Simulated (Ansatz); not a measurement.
# NH4+: geometry optimisation

Aim: relax NH4+ at this level.

Method: RKS PBE-D4/def2-TZVP; program: Ansatz 0.2.0.

2 further runs of the same task are left out: 2 set aside as unsound or not needed.

## Step 1: Starting geometry

SMILES `[NH4+]`, 5 atoms, charge 1, spin multiplicity 1.

Atoms are counted from 1 here; the program's logs count them from 0.

Bond lengths: N1–H2 1.039 Å, N1–H3 1.039 Å, N1–H4 1.039 Å, N1–H5 1.039 Å. Angles: H2–N1–H3 109.5°, H2–N1–H4 109.5°, H2–N1–H5 109.5°, H3–N1–H4 109.5°, H3–N1–H5 109.5°, H4–N1–H5 109.5°.

Coordinates:

```
N     0.0000    0.0000    0.0000
H     0.4599   -0.4544    0.8127
H    -0.9866    0.2193    0.2386
H     0.0243   -0.6427   -0.8154
H     0.5024    0.8778   -0.2360
```

## Step 2: Relaxation

Input file input.yaml:

```yaml
crystal:
  periodic: [false, false, false]
  atoms:
    - { symbol: "N", position_ang: [1.8e-05, 9.0e-06, -3.0e-06] }
    - { symbol: H, position_ang: [0.459943, -0.4544, 0.81271] }
    - { symbol: H, position_ang: [-0.986624, 0.21934, 0.238647] }
    - { symbol: H, position_ang: [0.024284, -0.642714, -0.815379] }
    - { symbol: H, position_ang: [0.502389, 0.877766, -0.235975] }
total_charge: 1
basis:
  gaussian: { orbitals: def2-TZVP }
hamiltonian:
  xc: pbe
  dispersion: d4
output:
  forces: true
relax:
  f_tol: 0.003
  max_steps: 120
```

Started as:

```
ansatz run input.yaml --threads 1 --pin off --max-ram 2560MiB --backend cpu --events-out ev --progress --plain --runs-dir out
```

The log of the run:

```text
Warning: RAYON_NUM_THREADS=1 ignored (pool sized by the plan → 1); use --threads N
The last accepted step is kept in <dir> (removed where the run ends without a failure and the disk answers)
Engine: ansatz 0.2.0, aarch64-unknown-linux-gnu
Functional definition: PBE
  parameter kappa = 0.804
  parameter beta = 0.06672455060314922
  exchange = pbe_x(kappa = kappa, mu = beta*pi^2/3)
  correlation = pbe_c(beta = beta)
331 factors; their error is unknown
mean field evaluation 1: about -1529.1499 eV, gradient 1.0e2 eV
mean field evaluation 2: about -1509.1189 eV, gradient 1.2e2 eV
mean field evaluation 4: about -1546.8687 eV, gradient 1.1e0 eV
mean field evaluation 8: about -1546.8544 eV, gradient 3.0e-1 eV
mean field -1546.85453846 eV, -56.8458557926 hartree, gradient 5.2e-5 eV, S^2 0.000000; 0 other end points of the search recorded, 0 dependent functions left out
the calculation of the forces begins
reference -1546.85455712 eV, -56.8458564784 hartree; 5, 5 occupied and 50, 50 virtual orbitals, 331 factors
relax step   1: F+E_penalty+E_count = -1546.86523879 eV  Δ(F+E_penalty+E_count) = +0.000e0 eV  max|allowed force component| = 2.409e-1 eV/Å  Δτ_max = 0.0000 Å  (20 SCF iters, accepted)
these checks for a lower state are left out or cut short: starts, cluster_reference, orbital_swaps, neighbouring_geometries, increment
331 factors; their error is unknown
mean field evaluation 16: about -1546.8733 eV, gradient 7.8e-4 eV
mean field -1546.85757636 eV, -56.8459674334 hartree, gradient 2.0e-6 eV, S^2 0.000000; 0 other end points of the search recorded, 0 dependent functions left out
the calculation of the forces begins
reference -1546.85759488 eV, -56.8459681141 hartree; 5, 5 occupied and 50, 50 virtual orbitals, 331 factors
relax step   2: F+E_penalty+E_count = -1546.86826503 eV  Δ(F+E_penalty+E_count) = -3.026e-3 eV  max|allowed force component| = 6.774e-2 eV/Å  Δτ_max = 0.0047 Å  (23 SCF iters, accepted)
these checks for a lower state are left out or cut short: starts, cluster_reference, orbital_swaps, neighbouring_geometries, increment
331 factors; their error is unknown
mean field -1546.85783507 eV, -56.8459769410 hartree, gradient 1.9e-6 eV, S^2 0.000000; 0 other end points of the search recorded, 0 dependent functions left out
the calculation of the forces begins
reference -1546.85785354 eV, -56.8459776198 hartree; 5, 5 occupied and 50, 50 virtual orbitals, 331 factors
relax step   3: F+E_penalty+E_count = -1546.86851927 eV  Δ(F+E_penalty+E_count) = -2.542e-4 eV  max|allowed force component| = 8.867e-4 eV/Å  Δτ_max = 0.0018 Å  (23 SCF iters, accepted)
331 factors; their error is unknown
mean field evaluation 32: about -1546.8578 eV, gradient 7.7e-5 eV
mean field -1546.85783507 eV, -56.8459769410 hartree, gradient 1.9e-6 eV, S^2 0.000000; 1 other end points of the search recorded, 0 dependent functions left out
the calculation of the forces begins
reference -1546.85785354 eV, -56.8459776198 hartree; 5, 5 occupied and 50, 50 virtual orbitals, 331 factors
Total energy: -1546.86853774 eV, -56.8463702569 hartree
Atom 0 at     0.000004     0.000001    -0.000000 Å, force    -0.000072    -0.000040     0.000013 eV/Å
Atom 1 at     0.457098    -0.451549     0.807674 Å, force     0.000438    -0.000376     0.000743 eV/Å
Atom 2 at    -0.980513     0.217964     0.237168 Å, force    -0.000887     0.000188     0.000214 eV/Å
Atom 3 at     0.024129    -0.638705    -0.810335 Å, force     0.000029    -0.000554    -0.000756 eV/Å
Atom 4 at     0.499293     0.872290    -0.234506 Å, force     0.000492     0.000781    -0.000214 eV/Å
Dipole moment:    -0.000002    -0.000001     0.000000 e Å
```

It took 3.5 s on 1 thread of Arm Neoverse N1, shared host; peak memory 0.086 GiB.

Relaxation path:

```csv
step,energy from step 1 (eV),largest force component (eV/Å)
1,0.0000,0.2409
2,-0.0030,0.0677
3,-0.0033,0.0009
```

Distances of close pairs at the start and the end, largest changes first:

```csv
bond,before (Å),after (Å),change (Å)
N1–H3,1.039,1.032,-0.006
N1–H2,1.039,1.032,-0.006
N1–H4,1.039,1.032,-0.006
N1–H5,1.039,1.032,-0.006
```

## Step 3: Results

| quantity | value |
| --- | --- |
| energy gained | 0.0033 eV |
| root mean square move | 0.006 Å |

In words: Bond lengths: N1–H2 1.032 Å, N1–H3 1.032 Å, N1–H4 1.032 Å, N1–H5 1.032 Å. Angles: H2–N1–H3 109.5°, H2–N1–H4 109.5°, H2–N1–H5 109.5°, H3–N1–H4 109.5°, H3–N1–H5 109.5°, H4–N1–H5 109.5°. No frequencies were computed here.
